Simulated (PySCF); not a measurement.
Geometries of 2 isomers of C4H5ClO, from PBE0-D3(BJ)/def2-SVP geometry optimisation, gas phase (PySCF 2.14.0). One conformer each, no zero-point energy, no frequencies.

Question: Which isomer lies lower at this level?
A.
```xyz
11
angstrom
C      1.280    0.765   -0.121
C      0.091    0.434    0.734
O     -0.620   -0.759    0.273
C     -1.740    0.025    0.119
C     -1.199    1.185    0.519
Cl    -1.665    2.805    0.709
H      1.698    1.736    0.186
H      0.984    0.828   -1.178
H      2.064    0.000   -0.012
H      0.356    0.296    1.795
H     -2.688   -0.384   -0.231
```
B.
```xyz
11
angstrom
O      1.725   -1.963    0.607
C      1.208   -1.041    0.075
Cl     1.986   -0.292   -1.376
C     -0.059   -0.397    0.473
C     -0.275    1.092    0.324
C     -1.022    0.159   -0.551
H     -0.478   -0.888    1.355
H      0.543    1.663   -0.121
H     -0.795    1.583    1.150
H     -2.082   -0.022   -0.358
H     -0.717    0.088   -1.597
```

Answer: B. That is `O=C(Cl)C1CC1`, 34.5 kcal/mol below the other.

```tsv
SMILES	atoms numbered as above	E (Eh)	relative (kcal/mol)	relative (kJ/mol)	dipole (D)
O=C(Cl)C1CC1	[O:1]=[C:2]([Cl:3])[CH:4]1[CH2:5][CH2:6]1	-690.12128	0.0	0.0	3.21
C[C@@H]1OC=C1Cl	[CH3:1][C@@H:2]1[O:3][CH:4]=[C:5]1[Cl:6]	-690.06623	34.5	144.5	0.62
```

As drawn, the lower has a three-membered ring and a C=O bond, which the higher lacks; the higher has a four-membered ring and a C=C bond outside aromatic rings, which the lower lacks.
